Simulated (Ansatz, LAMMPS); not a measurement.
**Ladder of methods for the LO(Γ) frequency of rock-salt BaO**

Reference value: 440 cm⁻¹ (measured, temperature not stated, not corrected to a static lattice; as tabulated in Roshan et al. (2021), arXiv:2110.13857).

| level (code) | value (cm⁻¹) | cell (Å³/atom) |
|---|---|---|
| ionic model bush1994 (shell model, LAMMPS) | 375 | 20.74 |
| ionic model lewis1985b (shell model, LAMMPS) | 362 | 20.94 |
| ionic model lewis1985c (shell model, LAMMPS) | 422 | 21.11 |
| LDA (Ansatz) | [?] | 20.06 |
| PBE (Ansatz) | 383 | 21.65 |

Task: What belongs in the gaps?

Result: 
- LDA (Ansatz, a quantum-chemistry and plane-wave program), value (cm⁻¹): 405

Differences against the reference: ionic model bush1994 -14.8 %, ionic model lewis1985b -17.7 %, ionic model lewis1985c -4.1 %, LDA -8.0 %, PBE -13.0 %.

Leaving aside ionic model bush1994, ionic model lewis1985b, ionic model lewis1985c, which can be fitted to such values or carry a doubt: Closest of these to the reference: LDA (-8.0 %). PBE (-13.0 %) misses by most. Every level misses the reference by more than 5 %.

The measured value isn't corrected to a static lattice, so vibrations enter the comparison.  Each level is taken at its own relaxed cell. Ansatz's density-functional and Hartree–Fock values are scalar-relativistic unless marked +SOC, with PAW data made under PBE.

Empirical potentials (ionic model bush1994, ionic model lewis1985b, ionic model lewis1985c) are fitted to chosen data, which need not cover the solid at hand: agreement can be built in, and what lay outside the fit can be far off.

Differences are worked out from the printed values.
